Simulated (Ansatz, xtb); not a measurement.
Molecule: C$_{2}$HO$_{2}$ (charge -1, singlet). It need not be the lowest isomer of its formula. Whether it binds its extra electron was not tested at this geometry. SMILES: O=[C-]C=O
Coordinates optimised at B3LYP-D3(BJ)/def2-TZVP (Ansatz, a quantum-chemistry and plane-wave program):
```xyz
5

C      0.3793     0.5548     0.3023
C      0.0253    -0.7631    -0.0300
O      0.7000     1.6344    -0.1519
O     -1.1213    -1.3030    -0.0677
H      0.9428    -1.4012     0.1232
```
Charge -1, spin multiplicity 1.

Harmonic wavenumbers from GFN2-xTB (xtb, at its own minimum), cm⁻¹: 192, 270, 582, 725, 968, 1273, 1439, 2034, 2315.

Question: Give the harmonic wavenumbers at B3LYP-D3(BJ)/def2-TZVP (Ansatz, finite differences of forces, unscaled).

Answer: 189, 318, 625, 721, 941, 1325, 1468, 1810, 2660 cm⁻¹. Zero-point energy 14.4 kcal/mol.

Question: From these and the geometry, give the ideal-gas thermochemistry at 298.15 K and 1 atm (rigid rotor, harmonic oscillator).

Answer: Point group C1, rotational symmetry number 1. Rotational constants 61.89, 4.686, 4.459 GHz. S(trans) 38.04, S(rot) 23.03, S(vib) 4.41, S(elec, spin only) 0.00, S 65.5 cal/(mol K). H(298) - H(0) 3.18 kcal/mol; G - E(el) -2.0 kcal/mol.
